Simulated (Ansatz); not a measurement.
System: wurtzite MgTe. Method: G0W0@PBE (hard PAW, contour deformation; Ansatz, a first-principles code).

The cell has the measured lattice parameters. Conventional cell: a = 4.5400 Å, b = 4.5400 Å, c = 7.3950 Å, α = 90.00°, β = 90.00°, γ = 120.00°.

The quasiparticle gap at Γ at a fixed k mesh 3×3×2:

| response cutoff | value (eV) |
|---|---|
| 140 eV, 912 empty bands | 3.751 |
| 175 eV, 1275 empty bands | 3.767 |
| 210 eV, 1676 empty bands | 3.778 |
| 280 eV, 2580 empty bands | 3.792 |

Task: Taking the value to converge with the response cutoff E as E^(−3/2), extrapolate from the last two rows.

Result: With y = y∞ + c/w and weights w = 3043 and 4685 for the last two rows, y∞ = (w2 y2 − w1 y1)/(w2 − w1) = (4685 × 3.792 − 3043 × 3.778)/1642 = 3.818 eV, which lies 0.026 beyond the last row. Successive pairs of rows give 3.807, 3.813, 3.818. The limit also hangs on the law assumed, so its last digits aren't firm.

The other settings are not extrapolated, so this is the limit in one setting alone.

Spin–orbit coupling is not included; with these elements it can move the gap by several tenths of an eV or more.
